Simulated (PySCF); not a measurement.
# The electron affinity along group 13

Calculated with PySCF 2.14 from differences of total energies of unrestricted determinants, without spin-orbit coupling. Values in eV. The last column holds reference values (measured affinities from photodetachment; the arrow runs from anion to atom). Unmarked ones compare directly (S terms, centres of terms, or small fine structure); those marked * lie between the lowest fine-structure levels and include a spin-orbit shift.

```
                                                                                    element                                   configurations     UHF  SCS-MP2 (valence)  CCSD(T) (valence)    LDA    PBE  r2SCAN  reference
     B (aug-cc-pVTZ with one added diffuse shell each of s, p, d, f type, non-relativistic)                      [He] 2s2 2p2 → [He] 2s2 2p1  -0.305              0.063              0.239  0.818  0.514   0.643      0.280
Al (aug-cc-pV(T+d)Z with one added diffuse shell each of s, p, d, f type, non-relativistic)                      [Ne] 3s2 3p2 → [Ne] 3s2 3p1   0.017              0.265              0.427  0.676  0.629   0.632    0.433 *
   Ga (aug-cc-pVTZ-PP with one added diffuse shell each of s, d, f type with ECP10MDF, ECP)            [Ar] 3d10 4s2 4p2 → [Ar] 3d10 4s2 4p1  -0.064              0.152              0.318  0.572  0.479   0.500    0.301 *
      In (aug-cc-pVTZ-PP with one added diffuse shell each of d, f type with ECP28MDF, ECP)            [Kr] 4d10 5s2 5p2 → [Kr] 4d10 5s2 5p1   0.076              0.272              0.420  0.636  0.531   0.561    0.384 *
      Tl (aug-cc-pVTZ-PP with one added diffuse shell each of d, f type with ECP60MDF, ECP)  [Xe] 4f14 5d10 6s2 6p2 → [Xe] 4f14 5d10 6s2 6p1  -0.009              0.155              0.309  0.598  0.476   0.478    0.320 *
```

The highest occupied level of the anion is positive for B⁻ at LDA, PBE, r2SCAN; Al⁻ at LDA, PBE, r2SCAN; Ga⁻ at LDA, PBE, r2SCAN; In⁻ at LDA, PBE, r2SCAN; Tl⁻ at LDA, PBE, r2SCAN, so there the basis helps to hold the electron.

For Tl a determinant mixes LS terms or the coupling is close to jj, so these rows are model values.

"Valence" correlates the outer s and p shells and, in groups 3 to 12 and the f block, the outer d or f shell, open or full, or the next shell where the ion has no valence electron left; the wider scheme adds the next inner shell.
